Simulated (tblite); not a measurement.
Species: C4H8S2 (charge +1 and doublet state).
Atom-mapped SMILES: `[CH3:1][CH2:2][S+:3][C:4]([CH3:5])=[S:6]` (hydrogens: H7, H8, H9 on C1; H10, H11 on C2; H12, H13, H14 on C5)

Cartesian coordinates in Å at the GFN2-xTB level; atoms count from 1:
```
atom  x, y, z in Å
C1    -2.083    0.304    0.604
C2    -1.327   -0.997    0.690
S3     0.435   -0.814    1.133
C4     1.117    0.188   -0.066
C5     2.590    0.372    0.048
S6     0.286    0.951   -1.281
H7    -1.711    0.902   -0.244
H8    -3.138    0.109    0.418
H9    -1.983    0.898    1.510
H10   -1.724   -1.621    1.495
H11   -1.374   -1.560   -0.243
H12    2.843    1.431    0.113
H13    3.089   -0.018   -0.842
H14    2.979   -0.146    0.922
```

Computed values, GFN2-xTB/tblite, gas phase, harmonic and unscaled. Against measured fundamentals such values can be off by several per cent, at times by over 20. One conformer, not necessarily the lowest. Open shells enter through the occupations alone, without spin polarisation, and single modes of such species can be off by tens of per cent.

Harmonic wavenumbers (cm⁻¹): 51.5, 86.6, 116.0, 179.4, 250.8, 267.0, 296.2, 391.5, 396.4, 600.3, 667.2, 769.0, 874.1, 971.1, 975.2, 1003.8, 1059.8, 1074.2, 1132.9, 1166.7, 1230.8, 1365.1, 1373.1, 1386.7, 1397.7, 1407.5, 1424.3, 1428.7, 2827.7, 2973.8, 2987.3, 2990.0, 3008.6, 3036.8, 3042.8, 3046.2.

A = 3120, B = 1985, C = 1299 MHz; mass 120.007 u (most abundant isotopes); point group C1, symmetry number 1; spin multiplicity 2.

Task: What is the zero-point energy?

Result: Half the sum of the wavenumbers: 23628 cm⁻¹ = 67.56 kcal/mol.

Task: Give the ideal-gas entropy at 200 K and 1 bar in the rigid-rotor, harmonic-oscillator model (classical rotation).

Result: Translation 38.30, rotation 26.89, vibration 15.14, spin (R ln 2) 1.38: S = 81.7 cal/(mol K).

Task: And Cp and H(200 K) − H(0)?

Result: Cp = 23.74 cal/(mol K), of which vibrations give 15.79 (their classical limit is 36 R = 71.5); H(200 K) − H(0) = 3.25 kcal/mol without the zero-point energy, 1.66 from vibrations.

Task: Blend soft modes into free rotors: weight 1/[1 + (100 cm⁻¹/ν̃)⁴] for the oscillator and the rest for a rotor with moment μB/(μ + B), μ = h/(8π²ν), B = 10⁻⁴⁴ kg m². What vibrational entropy results?

Result: 14.14 cal/(mol K) in place of 15.14, which changes −T·S at 200 K by +0.20 kcal/mol.

Task: What must be added to the electronic energy to get the Gibbs energy at 200 K and 1 bar?

Result: ZPE + [H(200 K) − H(0)] − T·S = 67.56 + 3.25 − 16.34 = 54.47 kcal/mol.

Hindered rotation and anharmonicity are outside this model. Other conformers, if any are populated, would add a mixing term that is left out. The structure is chiral; the term R ln 2 for an equal mix with its mirror image is left out.

Time: 0.7 s wall. Hardware: one thread of an Arm Neoverse N1, shared host with 64 logical CPUs at a one-minute load of 60. The figure is for the frequency step alone.
